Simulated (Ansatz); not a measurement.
A nudged elastic band was laid between two geometries of AlH3 + H3P (8 atoms, charge 0, multiplicity 1).

Computed with RKS PBE/def2-SVP in Ansatz.

* movable images: 7
* climbing image: yes
* spring: 5.0 eV/Å²
* optimiser: quadratic models (default)
* start path: through a guess of the saddle point
* force threshold: 0.05 eV/Å
* iteration limit: 60
* end points: relaxed

Initial state:

```xyz
8
Properties=species:S:1:pos:R:3
Al 0.021 0.059 0.132
H -0.085 0.742 1.584
H 1.453 -0.070 -0.575
H -1.319 -0.235 -0.697
P 0.178 -2.982 1.210
H -0.665 -2.812 0.055
H 1.382 -2.660 0.489
H -0.019 -1.620 1.689
```

Final state:

```xyz
8
Properties=species:S:1:pos:R:3
Al 0.098 -0.683 -0.046
H -0.116 0.600 1.781
H 1.436 0.164 -0.288
H -1.323 -0.127 -0.532
P 0.221 -2.857 0.872
H -0.636 -3.395 -0.154
H 1.436 -3.167 0.163
H -0.170 -0.111 2.091
```

(1) What changes between the two ends?

(2) What energy profile does the band end with?

(3) What is the geometry of the highest image?

(4) What are the harmonic wavenumbers there?

Results:

(1) Bonds broken: Al1–H2, P5–H8. Bonds formed: Al1–P5, H2–H8. AlH3 + H3P becomes AlH4P + H2.

(2) The run converged. The highest image is number 3 of 0 to 8, 0.60 eV above the first end and 0.87 eV above the last; the last end lies 0.27 eV below the first. A vibrational analysis at the climbing image gives one clearly imaginary mode, 965i cm⁻¹: a first-order saddle point. The orbitals stay closed-shell, which can raise the energy where a bond breaks towards radicals; this wasn't checked here.

```
image  path coordinate (Å)  energy (eV)  Al1–H2 (Å)  P5–H8 (Å)  Al1–P5 (Å)
    0                 0.00         0.00        1.61       1.46        3.23
    1                 0.37         0.05        1.61       1.47        3.08
    2                 0.73         0.31        1.64       1.56        2.85
    3                 1.10         0.60        1.72       1.79        2.66
    4                 1.42         0.36        1.85       2.03        2.50
    5                 1.74         0.01        2.01       2.27        2.40
    6                 2.07        -0.18        2.13       2.53        2.37
    7                 2.39        -0.26        2.21       2.82        2.37
    8                 2.71        -0.27        2.24       3.03        2.36
```

(3) 
```xyz
8
Properties=species:S:1:pos:R:3
Al 0.047 -0.301 0.021
H -0.058 0.169 1.669
H 1.494 0.046 -0.538
H -1.398 -0.153 -0.628
P 0.127 -2.685 1.191
H -0.650 -2.942 0.008
H 1.398 -2.748 0.522
H -0.012 -0.962 1.642
```

(4) 965i, 83, 288, 398, 479, 539, 642, 658, 689, 994, 1042, 1153, 1528, 1688, 1899, 1925, 2329, 2356 cm⁻¹.

The run took 77 s on 1 thread of Arm Neoverse V2 (shared host), peak memory 0.11 GiB.
